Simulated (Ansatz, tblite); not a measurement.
Spin states of the cluster B₃⁻, each relaxed with PBE-D4/def2-TZVPD in Ansatz. Electronic energies in the gas phase.

The xTB rows come from tblite. HSE06 is defined as in plane-wave codes, on full-range PBE exchange. Correlated methods freeze 3 core orbitals. The structure comes from a short search, and lower isomers may exist.

Singlet geometry (D3h within 0.1 Å):

Cartesian coordinates in Å:
```
B -0.770 -0.455 0.014
B 0.008 0.873 0.198
B 0.762 -0.418 -0.212
```

Triplet geometry (C2v within 0.1 Å):

```xyz
3

B    -0.455   -0.764    0.380
B     0.676    0.297    0.437
B    -0.221    0.467   -0.817
```

Quintet geometry (D3h within 0.1 Å):

```xyz
3

B    -0.5291    0.6592    0.5040
B    -0.4270   -0.5392   -0.7039
B     0.9561   -0.1200    0.1999
```

⟨S²⟩: triplet 2.02 at PBE0-D4/def2-TZVPD (pure 2.00), quintet 6.01 at PBE0-D4/def2-TZVPD (pure 6.00).

Run but left out: HF/STO-3G (singlet: restricted singlet, unstable in another Hartree–Fock run and untested here); HF/def2-TZVPD, HF/def2-TZVPPD, B2PLYP/def2-TZVPD (singlet: restricted singlet, unstable towards broken spin symmetry); MP2/def2-TZVPD, MP2/def2-TZVPPD (triplet: ⟨S²⟩ 2.29, where a pure state has 2.00).

Only these spin states were relaxed.

```json
{"level": "GFN2-xTB", "triplet − singlet (kJ/mol)": "62.5", "quintet − singlet (kJ/mol)": "297.4", "lowest of these": "singlet", "remarks": "–"}
{"level": "revPBE-D4/def2-TZVPD", "triplet − singlet (kJ/mol)": "107.2", "quintet − singlet (kJ/mol)": "267.1", "lowest of these": "singlet", "remarks": "HOMO above zero (quintet), HOMO above zero (singlet), HOMO above zero (triplet)"}
{"level": "r2SCAN-D4/def2-TZVPD", "triplet − singlet (kJ/mol)": "89.6", "quintet − singlet (kJ/mol)": "248.3", "lowest of these": "singlet", "remarks": "HOMO above zero (quintet), HOMO above zero (triplet)"}
{"level": "B97M-V/def2-TZVPD", "triplet − singlet (kJ/mol)": "106.7", "quintet − singlet (kJ/mol)": "255.5", "lowest of these": "singlet", "remarks": "HOMO above zero (quintet), HOMO above zero (triplet)"}
{"level": "PBE0-D4/def2-TZVPD", "triplet − singlet (kJ/mol)": "93.9", "quintet − singlet (kJ/mol)": "244.8", "lowest of these": "singlet", "remarks": "HOMO above zero (quintet), HOMO above zero (triplet)"}
{"level": "HSE06-D4/def2-TZVPD", "triplet − singlet (kJ/mol)": "94.2", "quintet − singlet (kJ/mol)": "245.6", "lowest of these": "singlet", "remarks": "HOMO above zero (quintet), HOMO above zero (triplet)"}
{"level": "RPA@PBE/def2-TZVPD", "triplet − singlet (kJ/mol)": "128.0", "quintet − singlet (kJ/mol)": "284.6", "lowest of these": "singlet", "remarks": "–"}
{"level": "CCSD(T)/def2-TZVPPD", "triplet − singlet (kJ/mol)": "138.4", "quintet − singlet (kJ/mol)": "297.8", "lowest of these": "singlet", "remarks": "large T1 (0.026) (singlet), large T1 (0.068) (triplet), restricted SCF unstable (singlet), spin-contaminated (⟨S²⟩ 2.29) (triplet)"}
```

The xTB methods have no spin-polarisation term.
